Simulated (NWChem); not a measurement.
All runs are NWChem calculations. System: C2H3O, charge 0, spin multiplicity 4, at the geometry of a parent with another charge or spin, in a state set for the comparison that need not be this species' ground state. Its SCF solution wasn't tested for a lower state. Level: UHF/def2-SVP.

Output (cleaned and shortened):

```
             Northwest Computational Chemistry Package (NWChem) 7.3.0
             --------------------------------------------------------

                                NWChem Input Module
                                -------------------

 Scaling coordinates for geometry "geometry" by  1.889725989
 (inverse scale =  0.529177249)

 Turning off AUTOSYM since
 SYMMETRY directive was detected!

                             Geometry "geometry" -> ""
                             -------------------------

 Output coordinates in angstroms (scale by  1.889725989 to convert to a.u.)

  No.       Tag          Charge          X              Y              Z
 ---- ---------------- ---------- -------------- -------------- --------------
    1 C                    6.0000    -0.07619400    -1.16936000     0.00000000
    2 C                    6.0000     0.42500700     0.25360100     0.00000000
    3 O                    8.0000    -0.19594900     1.26001500     0.00000000
    4 H                    1.0000     0.32684700    -1.68726300     0.88425300
    5 H                    1.0000     0.32684700    -1.68726300    -0.88425300
    6 H                    1.0000    -1.17898000    -1.21104400     0.00000000

 Effective nuclear repulsion energy (a.u.)      62.8178256776

            Nuclear Dipole moment (a.u.)
            ----------------------------
        X                 Y               Z
 ---------------- ---------------- ----------------
     0.0000000000    -0.0000075589     0.0000000000

      Symmetry information
      --------------------

 Group name             Cs
 Group number              2
 Group order               2
 No. of unique centers     5

      Symmetry unique atoms

     1    2    3    4    6


 Summary of "ao basis" -> "" (spherical)
 ------------------------------------------------------------------------------
       Tag                 Description            Shells   Functions and Types
 ---------------- ------------------------------  ------  ---------------------
 *                          def2-svp                  on all atoms

 Summary of "ao basis" -> "ao basis" (spherical)
 ------------------------------------------------------------------------------
       Tag                 Description            Shells   Functions and Types
 ---------------- ------------------------------  ------  ---------------------
 C                          def2-svp                 6       14   3s2p1d
 O                          def2-svp                 6       14   3s2p1d
[...]
    36      0.256427  3 O  py                22      0.185730  2 C  py

 Vector   12  Occ=0.000000D+00  E= 1.696913D-01  Symmetry=a'
              MO Center= -1.6D-01, -1.0D+00,  2.6D-14, r^2= 4.9D+00
   Bfn.  Coefficient  Atom+Function         Bfn.  Coefficient  Atom+Function
  ----- ------------  ---------------      ----- ------------  ---------------
     3      2.884988  1 C  s                 54     -1.311173  6 H  s
    17     -1.037830  2 C  s                 44     -0.980434  4 H  s
    49     -0.980434  5 H  s                 22      0.216769  2 C  py
    35      0.189607  3 O  px                31      0.183993  3 O  s

 Vector   13  Occ=0.000000D+00  E= 2.288845D-01  Symmetry=a"
              MO Center=  3.3D-01, -6.5D-01, -4.1D-14, r^2= 3.6D+00
   Bfn.  Coefficient  Atom+Function         Bfn.  Coefficient  Atom+Function
  ----- ------------  ---------------      ----- ------------  ---------------
    44      1.080208  4 H  s                 49     -1.080208  5 H  s
     9     -0.732758  1 C  pz                23     -0.557492  2 C  pz
    37      0.334620  3 O  pz                20     -0.327670  2 C  pz
    34      0.234985  3 O  pz

 center of mass
 --------------
 x =   0.02293819 y =   0.19957813 z =   0.00000000

 moments of inertia (a.u.)
 ------------------
         181.721850557567           4.693521790190           0.000000000000
           4.693521790190          21.559529345910           0.000000000000
           0.000000000000           0.000000000000         192.025074340263

  Mulliken analysis of the total density
  --------------------------------------

    Atom       Charge   Shell Charges
 -----------   ------   -------------------------------------------------------
    1 C    6     6.08   1.99  0.86  0.23  2.03  0.94  0.04
    2 C    6     6.06   1.99  0.89  0.37  1.99  0.74  0.08
    3 O    8     8.04   1.99  1.12  0.70  2.78  1.44  0.02
    4 H    1     0.94   0.75  0.17  0.03
    5 H    1     0.94   0.75  0.17  0.03
    6 H    1     0.94   0.74  0.18  0.03

  Mulliken analysis of the alpha density
  --------------------------------------

    Atom       Charge   Shell Charges
 -----------   ------   -------------------------------------------------------
    1 C    6     2.97   0.99  0.43  0.09  1.01  0.42  0.02
    2 C    6     3.98   1.00  0.53  0.29  1.49  0.63  0.05
    3 O    8     4.57   1.00  0.59  0.34  1.80  0.83  0.01
    4 H    1     0.49   0.39  0.09  0.01
    5 H    1     0.49   0.39  0.09  0.01
    6 H    1     0.50   0.38  0.10  0.01

   Mulliken analysis of the beta density
   -------------------------------------

    Atom       Charge   Shell Charges
 -----------   ------   -------------------------------------------------------
    1 C    6     3.10   0.99  0.43  0.14  1.02  0.51  0.01
    2 C    6     2.08   0.99  0.35  0.08  0.50  0.12  0.04
    3 O    8     3.48   1.00  0.53  0.36  0.98  0.61  0.01
    4 H    1     0.45   0.36  0.08  0.01
    5 H    1     0.45   0.36  0.08  0.01
    6 H    1     0.45   0.35  0.08  0.01

   Mulliken analysis of the spin density
   -------------------------------------

    Atom       Charge   Shell Charges
 -----------   ------   -------------------------------------------------------
    1 C    6    -0.13   0.00  0.00 -0.05 -0.01 -0.09  0.01
    2 C    6     1.91   0.00  0.18  0.21  0.99  0.51  0.01
    3 O    8     1.09  -0.00  0.06 -0.02  0.83  0.22  0.00
    4 H    1     0.05   0.04  0.01 -0.00
    5 H    1     0.05   0.04  0.01 -0.00
    6 H    1     0.05   0.03  0.02 -0.00

       Multipole analysis of the density wrt the origin
       ------------------------------------------------

     L   x y z        total         alpha         beta         nuclear
     -   - - -        -----         -----         ----         -------
     0   0 0 0     -0.000000    -13.000000    -10.000000     23.000000

     1   1 0 0     -0.043754     -0.994704      0.950949      0.000000
     1   0 1 0     -0.405588     -1.824331      1.418751     -0.000008
     1   0 0 1     -0.000000     -0.000000     -0.000000      0.000000

     2   2 0 0    -13.336671    -15.186453     -8.968538     10.818320
     2   1 1 0      0.551770      0.662888      1.563939     -1.675058
     2   1 0 1     -0.000000     -0.000000     -0.000000      0.000000
     2   0 2 0    -13.691860    -62.570042    -52.724814    101.602995
     2   0 1 1      0.000000      0.000000     -0.000000      0.000000
     2   0 0 2    -13.794860    -11.237354     -8.141960      5.584454

 Task  times  cpu:        0.8s     wall:        0.8s

 Total times  cpu:        0.8s     wall:        0.8s
```

Q: Write an NWChem input that would produce this output.

A: One answer among several that fit: 
```
start mol
memory heap 200 mb stack 900 mb global 1100 mb
geometry units angstroms nocenter noautoz
  C     -0.076194    -1.169360     0.000000
  C      0.425007     0.253601     0.000000
  O     -0.195949     1.260015     0.000000
  H      0.326847    -1.687263     0.884253
  H      0.326847    -1.687263    -0.884253
  H     -1.178980    -1.211044     0.000000
  symmetry group Cs
end
basis spherical
  * library def2-svp
end
scf
  uhf
  nopen 3
  maxiter 100
  thresh 1e-7
  semidirect memsize 60000000 filesize 0
  # guess.movecs holds the orbitals of an unrestricted PBE0 run
  vectors input guess.movecs output mol.movecs
end
task scf energy
```
